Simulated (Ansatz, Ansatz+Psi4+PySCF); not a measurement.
```xyz
2

F     0.0000    0.0000   -0.6332
F     0.0000    0.0000    0.6332
```

Basis set: cc-pVTZ (spherical functions). Correlated methods keep 2 orbitals frozen. Charge 0, multiplicity 1.

Computed with Ansatz (development build ahead of 0.2.0); each method stands on the lowest determinant of its kind that the runs found. Restricted open shells among the atoms or ions are ROHF, correlated in semicanonical orbitals with singles.

The atomization energy at this shape (free ground-state atoms in the same class of orbitals less the molecule, no zero-point energy) of singlet F₂:

| method | atomization energy |
| --- | --- |
| RHF | -30.40 kcal/mol |

**Question.** What does RHF-MP2 give?

**Answer.** 30.04 kcal/mol. Caution: the shape is not the minimum. Caution for RHF: the molecule lies well above its atoms at this level.
